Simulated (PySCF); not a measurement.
**ClHO₂S, a complex of two parts: interaction energy**

An exercise on one series of results from a longer session: the logs are not shown, and one member is left open.

Computed with PySCF 2.14.0; each step states its level. No surroundings beyond the atoms listed, unless a continuum is named. Atoms count from 0, parts from 1.

## Starting point

5 atoms, charge 0, multiplicity 1; geometry: GFN2-xTB. Parts: 1 = atoms 0–2, `O=S=O`, charge 0; 2 = atoms 3–4, `Cl`, charge 0.

Set-up of the first run:

The job: settings as JSON, then the geometry in Å.

```
{"job": {"xc": "PBE0", "basis": "def2-TZVPD", "d3": "d3bj", "grid": 3, "kind": "geom", "shake": 0.01}, "charge": 0, "multiplicity": 1, "parts": [{"atoms": "0-2", "charge": 0, "multiplicity": 1}, {"atoms": "3-4", "charge": 0, "multiplicity": 1}]}
O     -1.369329     0.474374    -0.122324
S     -0.186092    -0.219381    -0.458759
O      0.960333     0.140206     0.286521
Cl    -2.981512     1.610746     2.192298
H     -2.344658     1.207420     1.157812
```

Started as:

```console
> OMP_NUM_THREADS=1 python cluster_run.py task.json out
```

The driver reads the jobs from task.json and runs them one after another.

Steps of the session up to this table: Optimising the geometry at PBE0-D3(BJ)/def2-TZVPD; Coupled-cluster interaction energy: CCSD(T) and MP2, 2.08 Å; Coupled-cluster interaction energy: CCSD(T) and MP2, 2.19 Å; Coupled-cluster interaction energy: CCSD(T) and MP2, 2.29 Å; Coupled-cluster interaction energy: CCSD(T) and MP2, 1.98 Å; Coupled-cluster interaction energy: CCSD(T) and MP2, 2.61 Å; Coupled-cluster interaction energy: CCSD(T) and MP2, 1.88 Å; Coupled-cluster interaction energy: CCSD(T) and MP2, 3.13 Å; Coupled-cluster interaction energy: CCSD(T) and MP2, 4.17 Å.

One table of the session follows, with a row left open; its other results are not shown here.

It belongs to the step «Coupled-cluster interaction energy: CCSD(T) and MP2, 4.17 Å». 

| method | interaction energy (kcal/mol) |
| --- | --- |
| HF/aug-cc-pVDZ | -0.57 |
| MP2/aug-cc-pVDZ | -0.54 |
| CCSD/aug-cc-pVDZ | -0.54 |
| CCSD(T)/aug-cc-pVDZ | -0.53 |
| HF/aug-cc-pVQZ | -0.54 |
| MP2/aug-cc-pVQZ | -0.51 |
| SCS-MP2/aug-cc-pVQZ | ? |
| MP2, extrapolated | -0.52 |
| CCSD(T), limit estimate | -0.52 |

**Question.** Estimate the row for SCS-MP2/aug-cc-pVQZ.

The run gave: interaction energy (kcal/mol): -0.50. In the column «interaction energy (kcal/mol)» it is the highest.
